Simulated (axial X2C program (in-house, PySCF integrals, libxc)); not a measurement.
## Outer orbitals of B₂⁺ at 1.629 Å, PBE0

Calculated with an axial X2C code built on PySCF integrals. Spin-free means the one-electron spin-free X2C Hamiltonian; two-component (2c) means X2C with spin–orbit coupling and atomic mean-field two-electron Coulomb and Gaunt terms, so the difference of the two also holds small scalar two-electron terms. Basis: B dyall-v3z [7s6p2d1f] (cores contracted in-house); Gaussian nuclei, density fitting, unrestricted open shells. Masses: B 11.009 u.

The distance is close to the 2c PBE0 minimum; the highest filled and lowest empty levels are listed.

Spin-free orbitals, state M_S = 3/2, Λ = 1 (beyond evenly filled blocks: 2 × σα, π+α) (Löwdin shares):

```
symmetry  occupied  ε (eV)          atomic character
      σα       yes  -23.82          73% B s, 23% B p
      σβ       yes  -21.70          64% B s, 32% B p
      σα       yes  -17.63          50% B p, 46% B s
      σα       yes  -15.31          79% B p, 20% B s
     π+α       yes  -15.05           95% B p, 4% B d
     π-α        no  -12.62                   96% B p
      σβ        no  -11.11  48% B p, 45% B s, 7% B d
     π-β        no  -10.71           94% B p, 6% B d
     π+β        no  -10.71           94% B p, 6% B d
```

Spinors with spin–orbit coupling (state Ω = 1/2):

| ω | occupied | ε (eV) | atomic character | λ mixture |
| --- | --- | --- | --- | --- |
| 1/2 | yes | -23.82 | 73% B s, 23% B p | 100% σ |
| -1/2 | yes | -21.70 | 64% B s, 32% B p | 100% σ |
| 1/2 | yes | -17.63 | 50% B p, 46% B s | 100% σ |
| 1/2 | yes | -15.31 | 79% B p, 20% B s | 100% σ |
| -1/2 | yes | -15.05 | 95% B p, 4% B d | 100% π |
| 3/2 | no | -12.62 | 96% B p | 100% π |
| -1/2 | no | -11.11 | 48% B p, 45% B s, 7% B d | 100% σ |
| 1/2 | no | -10.71 | 94% B p, 6% B d | 100% π |
| -3/2 | no | -10.71 | 94% B p, 6% B d | 100% π |

Mulliken charges and populations of the two-component result (they depend on the basis, above all on diffuse functions):

B1 0.50 e (s 3.25 p 1.23 d 0.02), B2 0.50 e (s 3.25 p 1.23 d 0.02). ⟨Lz⟩ = -1.00 ħ and ⟨Sz⟩ = 1.50 ħ (0.75 and 0.75 on the two atoms), which add up to Ω.

The state is a single determinant with fixed occupations, the lowest that a limited PBE0 search found. Density functionals use the spin component along the axis (collinear). Other states lie close and PBE0, whose exact exchange favours high spin, may order them wrongly; the determinant shown need not be the ground state. The nearest other spin-free determinant of the search, M_S = 3/2, Λ = 0, lies 0.33 eV up at the distance of the search. Without a current term, density functionals place determinants with orbital angular momentum somewhat too high. The spin of this state cannot come from the lowest atoms; the curve heads to a higher limit, and no De is given. With several unpaired electrons one determinant need not be a pure state.
